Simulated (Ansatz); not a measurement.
Reaction (SMILES): [PH2] (PH2) → PH2+ (singlet, bonded as [PH2]) + e-
B3LYP-D3(BJ)/def2-TZVP geometries, fixed; electronic energies without zero-point terms.
Largest species:
```
P
H 1 1.4234
H 1 1.4234 2 91.73
```
Charge 0, spin multiplicity 2.

Basis-set convergence of the adiabatic ionisation energy at PBE0 with Ansatz (an electronic-structure program). Cartesian d functions, on some or all atoms, in 6-31G*, 6-31+G*, 6-311G**, 6-311+G**; all else is spherical. The program fits the integrals of some runs and decomposes those of others, by size. Open shells are unrestricted. No added dispersion term, no relativity. Functions are those of the species that has most. Reference: the value in aug-cc-pV(5+d)Z, 10.005 eV, itself unsure by roughly 0.003 eV (its mean distance from pcseg-4, aug-pcseg-3, aug-cc-pV(Q+d)Z). Deviations are taken from unrounded values.

```
basis            functions  adiabatic ionisation energy (eV)
---------------  ---------  --------------------------------
6-31G*                  23                            10.005
6-31+G*                 27                            10.026
def2-SVP                28                            10.003
def2-SVPD               40                             9.982
pcseg-1                 28                            10.023
aug-pcseg-1             45                            10.026
cc-pV(D+d)Z             33                             9.975
aug-cc-pV(D+d)Z         50                            10.000
6-311G**                39                             9.995
6-311+G**               43                             9.999
def2-TZVP               49                             9.997
def2-TZVPD              61                            10.003
pcseg-2                 62                            10.000
aug-pcseg-2             96                            10.007
cc-pV(T+d)Z             67                            10.003
aug-cc-pV(T+d)Z        101                            10.008
def2-TZVPP              70                             9.998
def2-TZVPPD             82                            10.002
cc-pV(Q+d)Z            124                            10.004
aug-cc-pV(Q+d)Z        181                            10.007
def2-QZVPP             130                            10.003
def2-QZVPPD            142                            10.005
pcseg-3                130                            10.000
aug-pcseg-3            187                            10.002
cc-pV(5+d)Z            210                            10.003
aug-cc-pV(5+d)Z        296                            10.005
```

What the diffuse functions change, pair by pair:
- 6-31G* to 6-31+G*: 4 more functions, deviation 0.000 to 0.021 eV
- def2-SVP to def2-SVPD: 12 more functions, deviation -0.002 to -0.023 eV
- pcseg-1 to aug-pcseg-1: 17 more functions, deviation 0.018 to 0.021 eV
- cc-pV(D+d)Z to aug-cc-pV(D+d)Z: 17 more functions, deviation -0.029 to -0.005 eV
- 6-311G** to 6-311+G**: 4 more functions, deviation -0.010 to -0.006 eV
- def2-TZVP to def2-TZVPD: 12 more functions, deviation -0.007 to -0.002 eV
- pcseg-2 to aug-pcseg-2: 34 more functions, deviation -0.005 to 0.002 eV
- cc-pV(T+d)Z to aug-cc-pV(T+d)Z: 34 more functions, deviation -0.002 to 0.003 eV
- def2-TZVPP to def2-TZVPPD: 12 more functions, deviation -0.007 to -0.002 eV
- cc-pV(Q+d)Z to aug-cc-pV(Q+d)Z: 57 more functions, deviation -0.001 to 0.002 eV
- def2-QZVPP to def2-QZVPPD: 12 more functions, deviation -0.002 to 0.000 eV
- pcseg-3 to aug-pcseg-3: 57 more functions, deviation -0.005 to -0.003 eV
- cc-pV(5+d)Z to aug-cc-pV(5+d)Z: 86 more functions, deviation -0.002 to 0.000 eV

Leaving out the reference's own pair, they bring the value nearer the reference by more than 0.003 eV in 5 of 12 pairs.
